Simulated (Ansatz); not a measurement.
# Heat of formation of SiH2Cl2 (dichlorosilane (DCS)) from total energies

The species is SiH2Cl2 (5 atoms), meant as a singlet with charge 0. As SMILES, `Cl[SiH2]Cl`. The shape is that of a PBE0-D4/def2-TZVP optimisation.

Total energies at PBE0/6-311+G** (Ansatz 0.2.0); the atoms run unrestricted:

```tsv
species	state	energy (Eh)
SiH2Cl2	singlet	-1210.785276
Cl	doublet	-459.996076
Si	triplet	-289.250667
H	doublet	-0.501038
```

Harmonic wavenumbers at PBE0-D4/def2-TZVP, in cm⁻¹: 186, 529, 592, 594, 707, 871, 950, 2272, 2286.

Measured heats of formation of the gaseous atoms at 298.15 K, in kJ/mol: Cl 121.3, Si 450.0, H 218.0. Spin-orbit lowering of the atoms at 298 K (mean of the ground term's levels less their thermal mean, from spectra), in kJ/mol: Cl 3.44, Si 0.44. Take 1 Eh = 2625.50 kJ/mol, 1 cm⁻¹ = 0.0119627 kJ/mol, RT = 2.479 kJ/mol.

**Question.** What heat of formation follows?

**Answer.** 
1. Electronic atomisation energy: 2 × (-459.996076) + (-289.250667) + 2 × (-0.501038) − (-1210.785276) = 0.540381 Eh = 1418.8 kJ/mol.
2. Zero-point energy: half the sum of the wavenumbers, 4493.5 cm⁻¹ = 53.8 kJ/mol.
3. Thermal vibrational enthalpy, Σ hcν̃/(exp(hcν̃/kT) − 1): 3.5 kJ/mol. Translation, rotation and pV of a non-linear molecule: 4 RT = 9.9 kJ/mol.
4. The 5 free atoms carry 5/2 RT each: 31.0 kJ/mol.
5. Spin-orbit coupling lowers the free atoms by 2 × 3.44 + 0.44 = 7.3 kJ/mol.
6. Atomisation enthalpy at 298 K: 1418.8 − 7.3 − 53.8 − 3.5 − 9.9 + 31.0 = 1375.3 kJ/mol.
7. Sum of the atoms' heats of formation: 1128.6 kJ/mol. Heat of formation: 1128.6 − 1375.3 = -246.7 kJ/mol.

The tabulated value is -320.5 kJ/mol (NIST-JANAF tables), so this level is off by +73.8 kJ/mol, or 5.1 % of the atomisation enthalpy that the table implies (1449.1 kJ/mol). Anharmonicity and any spin-orbit splitting of the molecule are left out.
